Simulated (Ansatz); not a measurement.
```yaml
crystal:
  periodic: [false, false, false]
  atoms:
    - {symbol: Ge, position_ang: [-1.144167, -0.007872, 0.002064]}
    - {symbol: As, position_ang: [1.181441, 0.008128, -0.002131]}
    - {symbol: H, position_ang: [-1.796239, 1.353854, 0.005049]}
    - {symbol: H, position_ang: [-1.780000, -0.696933, 1.185455]}
    - {symbol: H, position_ang: [-1.784291, -0.693801, -1.180834]}
basis:
  gaussian: {orbitals: def2-TZVP}
magnetization: {spin_polarized: true, initial_magnetization: 2}
hamiltonian: {xc: pbe0}
relax: {f_tol: 0.004, max_steps: 80}
```

```sh
$ ansatz run in.yaml --threads 1 --pin off --events-out ev --progress --plain --max-ram 2176MiB
```

Steps of the relaxation (energy above the last step; positions in Å, forces in eV/Å):

```
5
step 1, 126.4 meV
Ge   -1.144   -0.008    0.002   -0.954   -0.007    0.002
As    1.181    0.008   -0.002    0.919    0.006   -0.002
H    -1.796    1.354    0.005    0.007    0.701    0.001
H    -1.780   -0.697    1.185    0.015   -0.351    0.606
H    -1.784   -0.694   -1.181    0.013   -0.349   -0.607
```

```
5
step 2, 6.8 meV
Ge   -1.241   -0.009    0.002   -0.094   -0.001    0.000
As    1.160    0.008   -0.002    0.192    0.001    0.000
H    -1.757    1.450    0.005   -0.032   -0.153    0.000
H    -1.740   -0.745    1.268   -0.034    0.076   -0.132
H    -1.745   -0.741   -1.264   -0.033    0.076    0.133
```

```
5
step 3, 0.6 meV
Ge   -1.224   -0.008    0.002   -0.007    0.000    0.000
As    1.199    0.008   -0.002   -0.073   -0.001    0.000
H    -1.776    1.430    0.005    0.027   -0.007    0.000
H    -1.759   -0.735    1.251    0.027    0.004   -0.006
H    -1.763   -0.732   -1.247    0.027    0.004    0.006
```

```
5
step 6, 0.0 meV
Ge   -1.228   -0.008    0.002    0.000    0.000    0.000
As    1.189    0.008   -0.002    0.000    0.000    0.000
H    -1.771    1.432    0.005    0.000    0.000    0.000
H    -1.754   -0.736    1.253    0.000    0.000    0.000
H    -1.759   -0.733   -1.249    0.000    0.000    0.000
```

Close pairs at the end: Ge1–H3 1.540 Å, Ge1–H4 1.540 Å, Ge1–H5 1.540 Å, Ge1–As2 2.417 Å.

A stationary point of unrestricted PBE0 after 6 steps, with ⟨S²⟩ = 2.007 against 2.00 for a pure state; no frequencies were run, so it isn't proven a minimum. 37 s on 1 thread of Intel Xeon 6975P-C, shared host.
